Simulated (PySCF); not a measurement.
Compound: CFCl3.
SMILES: `FC(Cl)(Cl)Cl`

The closed-shell ground state was solved at several levels (PySCF, density fitting, gas phase, non-relativistic). Isolated species at its GFN2-xTB geometry, gas phase.

```
           level  basis functions  HOMO (eV)  LUMO (eV)  gap (eV)  dipole (D)
    PBE0/cc-pVDZ               82      -9.07      -1.10      7.97        0.28
    PBE0/cc-pVTZ              162      -9.14      -1.25      7.89        0.30
   PBE0/def2-SVP               82      -9.01      -0.68      8.33        0.35
PBE0/aug-cc-pVDZ              127      -9.20      -1.43      7.77        0.36
   PBE0/IGLO-III              202      -9.04      -1.22      7.82        0.47
```

Question: Estimate the row for PBE0/6-31G*, a basis of 82 functions; the other rows only guide the guess.

Answer: HOMO -9.14 eV, LUMO -1.32 eV, gap 7.82 eV, dipole 0.22 D.

Question: Over all these levels, which gives the widest orbital gap and which the narrowest?

Answer: PBE0/def2-SVP has the widest, 8.33 eV, and PBE0/aug-cc-pVDZ the narrowest, 7.77 eV. From the narrowest to the widest the HOMO moves by +0.19 eV and the LUMO by +0.75 eV.

Question: How much does the basis alone move the frontier levels among the 6 PBE0 rows (the withheld one included)?

Answer: The HOMO by 0.19 eV and the LUMO by 0.75 eV. By rising basis size (HOMO, LUMO in eV): cc-pVDZ -9.07, -1.10; def2-SVP -9.01, -0.68; 6-31G* -9.14, -1.32; aug-cc-pVDZ -9.20, -1.43; cc-pVTZ -9.14, -1.25; IGLO-III -9.04, -1.22.

Question: How far do the dipole and the HOMO energy spread over the levels?

Answer: The dipole runs from 0.22 to 0.47 D (mean 0.33 D) and the HOMO from -9.20 to -9.01 eV.
